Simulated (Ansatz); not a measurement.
A made-up structure of BSiH4O, doublet:

B1  (-1.533, -0.409, -0.640)
Si2  (0.190, 0.224, 0.063)
O3  (1.102, -1.052, 0.581)
H4  (-2.561, -0.060, -1.122)
H5  (-0.972, -1.403, -0.501)
H6  (-0.065, 1.175, 1.188)
H7  (1.964, -0.848, 0.948)
(Å)

It is relaxed with PBE-D4/def2-SVP and then PBE0-D4/def2-TZVP (Ansatz 0.2.0). Atoms count as bonded within 1.22 times the sum of their covalent radii (H–H: 0.88 Å). The end point is not checked to be a true minimum.

Problem. Does its bonding change? (Judge from chemistry; the calculation decides.)

Solution. The calculation gives: No: no bond forms or breaks.

Where it ends: The first stage lowers the energy by 1.11 eV in 8 steps. It ends as BSiH₄O ([BH2][SiH][OH]):
```tsv
atom	x (Å)	y (Å)	z (Å)
B1	-1.4866	-0.6312	-0.6700
Si2	-0.0020	-0.0196	0.3364
O3	1.3188	-0.9308	0.6617
H4	-2.3762	0.1528	-0.8224
H5	-1.5264	-1.7341	-1.1226
H6	0.1752	1.3228	0.9537
H7	2.0219	-0.5351	1.1798
```

Labels in which every atom is bracketed show which atoms are joined, not bond orders.

For scale, one of the runs: PBE0-D4/def2-TZVP relaxation, 123 basis functions, launched by `ansatz run in.yaml --threads 2 --pin off --events-out ev --progress --plain --max-ram 4352MiB`. The run took about 21 s on 2 CPU threads of an Arm Neoverse V1 (shared host).
